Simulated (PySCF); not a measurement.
**Vertical excitation energies**

Species: C3H4F2O.
SMILES with atom numbers: `[CH3:1][O:2]/[C:3]([F:4])=[CH:5]\[F:6]` (hydrogens: H7, H8, H9 on C1; H10 on C5)

Cartesian coordinates in Å at the GFN2-xTB level; atoms count from 1:
```xyz
10
C3H4F2O angstrom
C     -1.6429   -0.1855    0.2634
O     -0.3025   -0.6468    0.2360
C      0.6386    0.2121   -0.1510
F      0.2108    1.4469   -0.4864
C      1.9430   -0.0301   -0.2364
F      2.4595   -1.2306    0.0776
H     -2.2321   -1.0325    0.6056
H     -1.7577    0.6521    0.9564
H     -1.9750    0.1214   -0.7318
H      2.6673    0.6978   -0.5558
```

Method: TDDFT CAM-B3LYP/def2-SVPD, vertical, gas phase, core orbitals frozen in the response (PySCF).

```json
{"state": "S1", "E (eV)": "6.18", "ν̃ (cm⁻¹)": "49850", "f": "0.020", "symmetry": "A″", "main configurations (H = HOMO, L = LUMO)": "H→L+1 (54%), H→L (40%)"}
{"state": "S2", "E (eV)": "6.25", "ν̃ (cm⁻¹)": "50380", "f": "0.0028", "symmetry": "A″", "main configurations (H = HOMO, L = LUMO)": "H→L (44%), H→L+1 (23%), H→L+3 (22%)"}
{"state": "S3", "E (eV)": "7.26", "ν̃ (cm⁻¹)": "58570", "f": "0.469", "symmetry": "A′", "main configurations (H = HOMO, L = LUMO)": "H→L+2 (96%)"}
{"state": "S4", "E (eV)": "7.46", "ν̃ (cm⁻¹)": "60200", "f": "0.0005", "symmetry": "–", "main configurations (H = HOMO, L = LUMO)": "H→L+3 (41%), H→L+4 (22%), H→L+1 (15%)"}
{"state": "S5", "E (eV)": "7.79", "ν̃ (cm⁻¹)": "62860", "f": "0.0010", "symmetry": "–", "main configurations (H = HOMO, L = LUMO)": "H→L+4 (61%), H→L+3 (22%)"}
{"state": "S6", "E (eV)": "8.16", "ν̃ (cm⁻¹)": "65810", "f": "0.017", "symmetry": "A′", "main configurations (H = HOMO, L = LUMO)": "H→L+5 (95%)"}
{"state": "S7", "E (eV)": "8.37", "ν̃ (cm⁻¹)": "67520", "f": "0.011", "symmetry": "A″", "main configurations (H = HOMO, L = LUMO)": "H→L+6 (69%), H→L+4 (11%)"}
{"state": "S8", "E (eV)": "8.55", "ν̃ (cm⁻¹)": "68930", "f": "0.0012", "symmetry": "–", "main configurations (H = HOMO, L = LUMO)": "H→L+7 (59%), H→L+9 (15%)"}
```

Triplets, Tamm–Dancoff:

```tsv
state	E (eV)	λ (nm)	main configurations (H = HOMO, L = LUMO)
T1	4.31	287.8	H→L+2 (93%)
T2	5.84	212.2	H→L+1 (63%), H→L+3 (17%), H→L+12 (9%)
T3	6.03	205.7	H→L (77%), H→L+3 (10%)
```

The lowest singlet lies at 6.18 eV (201 nm, ultraviolet) and is weak; its leading configuration is HOMO→LUMO+1 (54%). The strongest level in the table is S3 at 7.26 eV (171 nm, f = 0.469). Löwdin shares by element: HOMO carbon 54% or more, oxygen 19%, fluorine 13% or more; LUMO carbon 48% or more, fluorine 10% or more, hydrogen 9% or more (atoms not listed hold the other 33%). The oscillator strengths of these states sum to 0.522; summed over the whole spectrum of an exact calculation they would give the number of electrons, 48 (Thomas–Reiche–Kuhn). Weighted by f, the mean energy of these states is 7.27 eV. The listed states span 2.37 eV, and the widest gap between neighbours is 1.02 eV (S2 to S3). Symmetry labels in Cs follow from the direction of the transition dipole and are given only for states with f of 0.002 or more. Only the lowest 8 singlets were computed, as vertical energies without vibronic structure.

The run took 12 s of wall time on an x86-64 server with one thread, no GPU, shared host.

One conformer stands for the species.
